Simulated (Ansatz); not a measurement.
**H3O− (triplet): the correlation ladder, aug-cc-pVDZ**

Aim: climb from Hartree-Fock through coupled cluster and multireference methods for H3O− (triplet) at one geometry and basis, and see what each rung misses.

Computed with Ansatz 0.2.0, Gaussian basis. Level: aug-cc-pVDZ, core rule «outside noble gas», up to 1 orbitals frozen.

To be run: UHF; CCSD(T) on ROHF; CCSD(T) on UHF; BCCD(T) on ROHF; CISD; CCSDT(Q) on ROHF; CCSDT(Q) on UHF; CASSCF and MRCISD+Q, 10 electrons in 7 orbitals; CASSCF and NEVPT2, 10 electrons in 7 orbitals.

25 further runs of the same task are left out: 2 for a known fault of the program, 9 that didn't finish, 14 set aside as unsound or not needed.

### Step 1. What is computed

The geometry is a PBE0/def2-TZVPD stationary point (not a proven minimum).

4 atoms, charge -1, spin multiplicity 3.

Atoms are counted from 1 here; the program's logs count them from 0.

Bond lengths: O1–H2 0.994 Å, O1–H3 1.048 Å, O1–H4 1.048 Å. Angles: H2–O1–H3 107.0°, H2–O1–H4 107.0°, H3–O1–H4 115.0°.

### Step 2. UHF

The input, in.yaml:

```yaml
crystal:
  periodic: [false, false, false]
  atoms:
    - {symbol: O, position_ang: [0.053909, -0.002347, 0.000000]}
    - {symbol: H, position_ang: [-0.277338, 0.934360, 0.000002]}
    - {symbol: H, position_ang: [-0.289188, -0.448554, 0.883737]}
    - {symbol: H, position_ang: [-0.289189, -0.448551, -0.883738]}
basis:
  gaussian: {orbitals: aug-cc-pVDZ}
total_charge: -1
magnetization: {spin_polarized: true, initial_magnetization: 2}
hamiltonian: {xc: hf}
output: {orbitals: {seedname: orbitals}}
```

Command:

```
$ ansatz run in.yaml --threads 1 --pin off --events-out ev --progress --plain --max-ram 2393MiB
```

After this run come: CCSD(T) on ROHF; CCSD(T) on UHF; BCCD(T) on ROHF; CISD; CCSDT(Q) on ROHF; CCSDT(Q) on UHF; CASSCF and MRCISD+Q, 10 electrons in 7 orbitals; CASSCF and NEVPT2, 10 electrons in 7 orbitals.

Q: Predict the results of all the runs planned. Wanted: UCCSDT(Q) below the RHF energy; RMP2 from UCCSDT(Q); UMP2 from UCCSDT(Q); RCCSD from UCCSDT(Q); RCCSD(T) from UCCSDT(Q); UCCSD(T) from UCCSDT(Q); RCCSDT(Q) from UCCSDT(Q); NEVPT2 valence from UCCSDT(Q); MRCISD+Q valence from UCCSDT(Q).

**Answer**, as computed:

```
                         quantity                                                   value
   UCCSDT(Q) below the RHF energy                                              -6.9180 eV
              RMP2 from UCCSDT(Q)                                              +501.6 meV
              UMP2 from UCCSDT(Q)                                              +499.1 meV
             RCCSD from UCCSDT(Q)                                              +206.8 meV
          RCCSD(T) from UCCSDT(Q)                                               +26.3 meV
          UCCSD(T) from UCCSDT(Q)                                               +26.1 meV
         RCCSDT(Q) from UCCSDT(Q)                                                +0.4 meV
    NEVPT2 valence from UCCSDT(Q)                                             +1177.6 meV
  MRCISD+Q valence from UCCSDT(Q)                                              +107.4 meV
levels within 1 kcal/mol (43 meV)  RCCSD(T), UCCSD(T), BCCD(T), RCCSDT, UCCSDT, RCCSDT(Q)
                    T1 diagnostic                                                   0.023
   effectively unpaired electrons                                                    2.00
```

RCCSD(T) misses by +26.3 meV, 0.4 % of the correlation energy. One determinant dominates. Of the multireference levels listed MRCISD+Q valence comes nearest in total energy (+107.4 meV), which doesn't show that its space is the better one. These misses are within one basis, not against nature; the frozen cores of restricted and unrestricted runs differ, which can shift their rows. The highest orbital lies above zero: the basis alone holds the extra electron.
